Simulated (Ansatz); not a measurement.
A made-up structure of CH3SSi (charge -1), closed shell:

```
6
angstrom
C -0.2213 -0.1283 -0.5975
Si -0.4598 0.5361 1.1907
S 0.2422 -1.4877 0.5258
H -1.3003 1.0265 2.2248
H 0.6083 0.2274 -1.2074
H 0.9346 1.2071 1.2827
```

It is relaxed with PBE-D4/def2-SVPD and then PBE0-D4/def2-TZVPD (Ansatz 0.2.0). Atoms count as bonded within 1.22 times the sum of their covalent radii (H–H: 0.88 Å). The end point is not checked to be a true minimum.

**Question.** Does its bonding change? (Judge from chemistry; the calculation decides.)

**Answer.** By the calculation: No: no bond forms or breaks.

Where it ends: The first stage lowers the energy by 1.19 eV in 8 steps. It ends as CH₃SSi ([CH]1[SiH2][S]1), total charge -1:
```
6
angstrom
C -0.4309 -0.0710 -0.6184
Si -0.1537 0.5473 1.0653
S 0.2435 -1.4628 0.6416
H -1.3113 0.8731 1.9602
H 0.4470 0.1626 -1.2442
H 1.0093 1.3319 1.6145
```

Labels in which every atom is bracketed show which atoms are joined, not bond orders.

For scale, one of the runs: PBE0-D4/def2-TZVPD relaxation, 153 basis functions, launched by `ansatz run in.yaml --threads 2 --pin off --events-out ev --progress --plain --max-ram 4352MiB`. The run took about 30 s on 2 CPU threads of an Intel Xeon Platinum 8259CL (shared host).
